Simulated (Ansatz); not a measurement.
A made-up structure of CH₅Al₂ (charge -1), closed shell:

Al1  (-0.773, 0.674, -0.838)
C2  (-0.535, -0.015, 0.626)
Al3  (0.965, -0.669, 0.614)
H4  (-2.056, 1.265, -0.908)
H5  (0.288, 0.763, -2.220)
H6  (-1.303, -0.038, 1.524)
H7  (2.167, -0.691, -0.650)
H8  (1.248, -1.289, 1.853)
(Å)

It is relaxed with PBE-D4/def2-SVPD and then PBE0-D4/def2-TZVPD (Ansatz 0.2.0). Atoms count as bonded within 1.22 times the sum of their covalent radii (H–H: 0.88 Å). The end point is not checked to be a true minimum.

**Question.** Does its bonding change? (A judgement: the text doesn't fix the answer.)

**Answer.** Computed: Yes. Formed: none; broken: Al1–Al3.

Where it ends: The first stage lowers the energy by 3.22 eV in 7 steps. It ends as CH₅Al₂ ([AlH2][CH][AlH2]), total charge -1:
Al1  (-0.984, 0.831, -1.000)
C2  (-0.497, -0.015, 0.580)
Al3  (1.161, -0.827, 0.792)
H4  (-2.413, 1.565, -1.268)
H5  (-0.022, 0.929, -2.297)
H6  (-1.206, -0.035, 1.412)
H7  (2.295, -0.862, -0.361)
H8  (1.666, -1.587, 2.142)
(Å)

Labels in which every atom is bracketed show which atoms are joined, not bond orders.

For scale, one of the runs: PBE0-D4/def2-TZVPD relaxation, 168 basis functions, launched by `ansatz run in.yaml --threads 2 --pin off --events-out ev --progress --plain --max-ram 4352MiB`. The run took about 17 s on 2 CPU threads of an Intel Xeon Platinum 8488C (shared host).
